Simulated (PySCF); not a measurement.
# AlH⁺: frontier orbitals

r²SCAN at R = 1.623 Å; Al def2-TZVP, H def2-TZVP; no relativity (PySCF 2.14). State: ²Σ⁺ (doublet), unpaired electrons σ ↑. Only the outer orbitals are listed, counted within each symmetry.

```csv
spin,orbital,occ.,ε (eV),on Al (%),main shells (%)
α,4σ,1,-17.22,62,"57 Al s, 37 H s"
α,5σ,1,-13.36,76,"40 Al p, 35 Al s, 24 H s"
α,2π,0,-9.19,100,99 Al p
α,2π,0,-9.19,100,99 Al p
α,6σ,0,-5.27,90,"46 Al p, 36 Al d, 9 H s"
β,4σ,1,-16.21,71,"60 Al s, 28 H s, 10 Al p"
β,5σ,0,-10.74,76,"40 Al s, 32 Al p, 24 H s"
β,2π,0,-8.31,100,98 Al p
β,2π,0,-8.31,100,98 Al p
```

Task: Which are the highest filled and the lowest empty level, where do they sit, and how wide is the gap?

Result: Highest filled α 5σ at -13.36 eV (in %: 40 Al p, 35 Al s, 24 H s); lowest empty β 5σ at -10.74 eV (in %: 40 Al s, 32 Al p, 24 H s); the gap at r²SCAN is 2.62 eV.

| Item | Value |
| --- | --- |
| bond order (Mayer) | 0.85 |
| ⟨S²⟩ | 0.763 |
| charge on Al (Mulliken, basis-dependent) | 0.90 |
| charge on Al (Löwdin, basis-dependent) | 1.00 |
| dipole moment (positive dipole points towards H; it is taken about the centre of mass and depends on that origin) | -0.43 D |

The state was picked by a PBE0 search and need not be the measured ground state.
